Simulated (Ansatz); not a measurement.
Input file:

```yaml
crystal:
  periodic: [false, false, false]
  atoms:
    - {symbol: C, position_ang: [0.000000, 0.000000, 0.038407]}
    - {symbol: C, position_ang: [0.000000, 0.000000, -1.141383]}
    - {symbol: H, position_ang: [0.000000, 0.000000, 1.102977]}
basis:
  gaussian: {orbitals: 6-31G}
magnetization: {spin_polarized: false, initial_magnetization: 1}
correlation: {method: ccsdtq, electrons: outside_noble_gas}
```

```sh
$ ansatz run in.yaml --threads 2 --pin off --events-out ev --progress --plain --max-ram 34560MiB --backend cuda --devices 0, --max-vram 37GiB
```

Q: Roughly how long does this take on 2 threads of AMD EPYC 7R13 with a shared H100 80 GB, shared host, and how much host memory?

A: 21 s wall and 0.88 GiB.

```
444 factors; integrals over basis functions are off by at most 4.0e-8 eV
mean field evaluation 1: about -2069.6164 eV, gradient 1.4e1 eV
mean field evaluation 2: about -2069.6278 eV, gradient 1.4e1 eV
mean field evaluation 4: about -2070.9414 eV, gradient 2.9e0 eV
mean field evaluation 8: about -2070.9780 eV, gradient 3.3e-2 eV
mean field evaluation 16: about -2070.9641 eV, gradient 8.5e-1 eV
mean field evaluation 32: about -2070.9640 eV, gradient 1.3e0 eV
mean field evaluation 64: about -2070.3368 eV, gradient 1.5e-2 eV
mean field -2070.97795747 eV, -76.1070361778 hartree, gradient 1.6e-6 eV, S^2 0.750000; 6 other end points of the search recorded, 0 dependent functions left out
mean field evaluation 96: about -2071.4268 eV, gradient 6.1e-1 eV
determinant -2070.97795747 eV, -76.1070361778 hartree, with singles and doubles -2075.95010184 eV, -76.2897591131 hartree
determinant -2070.33677041 eV, -76.0834729881 hartree, with singles and doubles -2074.43288411 eV, -76.2340023899 hartree
2 core orbitals not correlated: weight in the atoms' cores, before any rotation towards them, 1.000 or more for the frozen orbitals, at most 0.000 for the correlated occupied ones
reference -2070.97795747 eV, -76.1070361778 hartree; 5, 4 occupied and 13, 14 virtual orbitals, 444 factors
second order -4.41326120 eV of doubles, -0.04810489 eV of singles
cycle   1  -4.58852830 eV  change   -1.2e-1 eV  update   8.1e-2
cycle   2  -4.95230675 eV  change   -3.6e-1 eV  update   4.1e-2
cycle   3  -5.12888966 eV  change   -1.8e-1 eV  update   2.4e-2
cycle   4  -5.13781162 eV  change   -8.9e-3 eV  update   1.1e-2
cycle   5  -5.14723485 eV  change   -9.4e-3 eV  update   6.9e-3
cycle   6  -5.15166396 eV  change   -4.4e-3 eV  update   4.1e-3
cycle   7  -5.15620989 eV  change   -4.5e-3 eV  update   2.0e-3
cycle   8  -5.15876149 eV  change   -2.6e-3 eV  update   8.7e-4
cycle   9  -5.15902833 eV  change   -2.7e-4 eV  update   3.5e-4
cycle  10  -5.15903303 eV  change   -4.7e-6 eV  update   1.3e-4
cycle  11  -5.15918466 eV  change   -1.5e-4 eV  update   5.8e-5
cycle  12  -5.15913960 eV  change    4.5e-5 eV  update   2.5e-5
cycle  13  -5.15916589 eV  change   -2.6e-5 eV  update   1.3e-5
cycle  14  -5.15916608 eV  change   -1.9e-7 eV  update   6.8e-6
cycle  15  -5.15916555 eV  change    5.4e-7 eV  update   4.0e-6
cycle  16  -5.15916680 eV  change   -1.2e-6 eV  update   2.3e-6
cycle  17  -5.15916711 eV  change   -3.1e-7 eV  update   1.0e-6
cycle  18  -5.15916746 eV  change   -3.5e-7 eV  update   4.7e-7
cycle  19  -5.15916775 eV  change   -2.9e-7 eV  update   2.3e-7
Total energy: -2076.13712522 eV, -76.2966320957 hartree
```

For the same geometry and basis full CI lies 2.8 meV lower.
